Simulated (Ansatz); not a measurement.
# BSiHCl (quartet): the correlation ladder, cc-pVDZ

Aim: climb from Hartree-Fock through coupled cluster for BSiHCl (quartet) at one geometry and basis, and see what each rung misses.

The runs use Ansatz 0.2.0, Gaussian basis; cc-pVDZ, core rule «outside noble gas», up to 11 orbitals frozen.

To be run: UHF; CCSD(T) on ROHF; CCSD(T) on UHF; BCCD(T) on ROHF; CISD as a restricted active space (open shells left free, so some higher excitations enter); CCSDT(Q) on ROHF; CCSDT(Q) on UHF.

17 further runs of the same task are left out: 5 that didn't finish, 12 set aside as unsound or not needed. Runs told in other sessions of the task aren't counted.

## (1) The geometry

The geometry is a PBE0/def2-TZVP stationary point (not a proven minimum) of the parent state, kept for this charge and spin.

4 atoms, charge 0, spin multiplicity 4.

Atoms are counted from 1 here; the program's logs count them from 0.

Bond lengths: B1–Si2 2.006 Å, Si2–Cl3 2.045 Å, Si2–H4 1.489 Å. Angles: B1–Si2–Cl3 126.7°, B1–Si2–H4 124.7°, Cl3–Si2–H4 108.6°.

## (2) UHF

Contents of in.yaml:

```yaml
crystal:
  periodic: [false, false, false]
  atoms:
    - {symbol: B, position_ang: [0.000000, -0.774798, 2.297978]}
    - {symbol: Si, position_ang: [0.000000, 0.426352, 0.690864]}
    - {symbol: Cl, position_ang: [0.000000, -0.155923, -1.269218]}
    - {symbol: H, position_ang: [0.000000, 1.914765, 0.744971]}
basis:
  gaussian: {orbitals: cc-pVDZ}
magnetization: {spin_polarized: true, initial_magnetization: 3}
hamiltonian: {xc: hf}
output: {orbitals: {seedname: orbitals}}
```

The run is started by

```
> ansatz run in.yaml --threads 1 --pin off --events-out ev --progress --plain --max-ram 2393MiB
```

After this run come: CCSD(T) on ROHF; CCSD(T) on UHF; BCCD(T) on ROHF; CISD as a restricted active space (open shells left free, so some higher excitations enter); CCSDT(Q) on ROHF; CCSDT(Q) on UHF.

Before running them: what should the planned runs give, taken together? Wanted: UCCSDT(Q) from the RHF energy; RMP2 from UCCSDT(Q); UMP2 from UCCSDT(Q); RCCSD from UCCSDT(Q); RCCSD(T) from UCCSDT(Q); UCCSD(T) from UCCSDT(Q); RCCSDT(Q) from UCCSDT(Q); T1 diagnostic.

The runs gave:

| quantity | value |
| --- | --- |
| UCCSDT(Q) from the ROHF energy | -8.2571 eV |
| RMP2 from UCCSDT(Q) | +1313.6 meV |
| UMP2 from UCCSDT(Q) | +1336.6 meV |
| RCCSD from UCCSDT(Q) | +309.4 meV |
| RCCSD(T) from UCCSDT(Q) | +63.2 meV |
| UCCSD(T) from UCCSDT(Q) | +63.4 meV |
| RCCSDT(Q) from UCCSDT(Q) | +1.4 meV |
| levels within 1 kcal/mol (43 meV) | RCCSDT, UCCSDT, RCCSDT(Q) |
| T1 diagnostic | 0.023 |

**Reading.** RCCSD(T) lands +63.2 meV from the yardstick (0.8 % of the correlation energy). These misses are within one basis, not against nature; the frozen cores of restricted and unrestricted runs differ, which can shift their rows.

With open shells the CI space here admits some higher excitations, so it is larger than plain CISD.
